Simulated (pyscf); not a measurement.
H₃C–C(F)(F)–C(F)(F)–F → H₃C–C(F)(F)–F + F–C:–F [singlet], a 1,1-elimination (singlet surface; C–C, C–F broken, C–F formed). Structures and frequencies: ωB97X-D3(BJ)/def2-SVP in PySCF. Energies in kcal/mol from the reactant's lowest minimum found.

AM1 to PM7: differences of heats of formation from MOPAC. 

**Question.** Quick PM3 single points give ΔE‡ = 108.9 kcal/mol and ΔE = +45.3 kcal/mol. What does ωB97M-D3(BJ)/def2-TZVP give, and how far is the quick result from it?

**Answer.** ωB97M-D3(BJ)/def2-TZVP gives ΔE‡ = 112.5 kcal/mol and ΔE = +53.5 kcal/mol. PM3 lies 3.6 kcal/mol under it in the barrier and 8.2 kcal/mol under it in the reaction energy, so on this step it does not hold to within 3.0 kcal/mol. ωB97M-D3(BJ)/def2-TZVP has limits of its own. The same reactants have a lower exit, to H₃C–C•(F)–F + F–C•(F)–F (no saddle counted: cutting one bond costs +98.3 kcal/mol at ωB97M-D3(BJ), against +112.5 kcal/mol here). One saddle was located; it need not be the lowest between these sides.
